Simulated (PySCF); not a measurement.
Structure problem from calculated spectra and properties.

Formula: C5H14N2.

| Property | Result |
| --- | --- |
| UV, first state | lowest singlet excitation: 6.24 eV (199 nm, f = 0.031) [TDDFT wB97X-D/def2-SVPD] |
| 13C NMR | chemical shifts (computed TMS as zero) by class: 81.2 (1 C), 41.9 (4 C) ppm [GIAO PBE0/pcSseg-1] |
| Rotational structure | rotational constants A, B, C: 4.575, 1.513, 1.492 GHz [PBE0-D3(BJ)/def2-SVP] |
| Couplings | largest of the computed one-bond spin–spin couplings (means over like bonds): 13C–1H +140.1 (×2), 13C–1H +138.5 (×12), 15N–13C -9.2 (×2), 15N–13C -6.6 (×4) Hz [B3LYP/pcJ-1, spin–dipole term left out for some pairs] |
| Dipole | 0.59 D [wB97X-D/def2-SVPD] |
| UV, strongest line | among the 10 lowest singlet transitions: S7 at 7.45 eV (166 nm, f = 0.100) [TDDFT wB97X-D/def2-SVPD] |

The electronic properties come from PySCF, for the isolated species, density fitting. Levels stand in brackets. Geometry: PBE0-D3(BJ)/def2-SVP, one conformer, isolated molecule. NMR values are class means; diastereotopic atoms form classes of their own.

Question: Propose a structure and show how it fits.

Answer: Numbering: `[CH3:1][N:2]([CH3:3])[CH2:4][N:5]([CH3:6])[CH3:7]`. Its formula, C5H14N2, gives 0 degrees of unsaturation, so no ring and no π bond. 5 carbons fall into 2 classes; from least to most shielded: sp3 carbon bound to nitrogen [C4] (81.2 ppm), N-methyl carbon [C1/C3/C6/C7] (41.9 ppm, 4 C, up to 3.1 ppm apart in this geometry). The couplings run between: +140.1 Hz, sp3 carbon bound to nitrogen [C4] and its hydrogen (with 1 like pair); +138.5 Hz, N-methyl carbon [C1] and its hydrogen (with 11 like pairs); -9.2 Hz, tertiary amine nitrogen [N2] and sp3 carbon bound to nitrogen [C4] (with 1 like pair); -6.6 Hz, tertiary amine nitrogen [N2] and N-methyl carbon [C1] (with 3 like pairs). The optimised geometry has point group C2 and is an asymmetric top. Structure: N,N,N',N'-tetramethylmethanediamine, `CN(C)CN(C)C`. Computed isomers that give other values at the same levels: `CCN(C)CCN` (rotational constant A: 4.378 GHz; this holds for the one conformer computed). The assignments are read from this structure; whether some other isomer fits the data as well wasn't checked.

Shape of the structure used: `[CH3:1][N:2]([CH3:3])[CH2:4][N:5]([CH3:6])[CH3:7]`: C1–N2–C4–N5 66°, N2–C4–N5–C6 -164°.
